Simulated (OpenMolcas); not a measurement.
How basis sets differ on CH2NOP (SMILES O=C=NP)

CH2NOP has 6 atoms, charge 0, and is taken as a singlet. As SMILES, `O=C=NP`. The shape is that of a PBE0-D4/def2-TZVP optimisation. This is one conformer, not always the lowest.

Quantity: the HOMO–LUMO gap, in eV. The values are calculated.

```tsv
level	kind	program	value (eV)	CPU time
HF/STO-3G	Hartree–Fock	OpenMolcas	15.86	2.1 s
HF/3-21G	Hartree–Fock	OpenMolcas	13.88	2.3 s
HF/def2-SVP	Hartree–Fock	OpenMolcas	14.18	4.7 s
HF/pc-1	Hartree–Fock	OpenMolcas	13.76	11 s
```

The values span 13.76 to 15.86 eV. A Hartree–Fock LUMO above zero doesn't converge with the basis: it sinks as sets grow more diffuse. Orbital gaps aren't excitation energies. Times are those of the runs behind each value, whatever else they computed, on shared processors of several kinds: orders of magnitude only.
